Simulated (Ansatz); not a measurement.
Results of r²SCAN (plane waves, PAW; Ansatz, a program for electronic structure) for rock-salt ZrC.

Numerical settings: plane-wave cutoff 600 eV, 16×16×16 k mesh, Fermi–Dirac smearing 0.1 eV, finite displacements, scalar-relativistic PAW data made under PBE.

Computed at the level's own relaxed cell.

Space group Fm-3m (No. 225); a = b = c = 4.7114 Å, α = β = γ = 90.00°

| atom | site | symmetry | x | y | z |
|---|---|---|---|---|---|
| Zr | 4a | m-3m | 0.0000 | 0.0000 | 0.0000 |
| C | 4b | m-3m | 0.5000 | 0.5000 | 0.5000 |
(The calculation used a cell of 2 atoms; values per cell refer to that cell.)

Harmonic phonon frequencies (cm⁻¹; i marks an imaginary mode):

```json
[
 {"q point": "Γ", "frequencies": "0 0 0 406 406 406"},
 {"q point": "X", "frequencies": "206 206 261 451 451 549"},
 {"q point": "L", "frequencies": "179 179 330 519 519 672"}
]
```

No imaginary mode appears at these points.
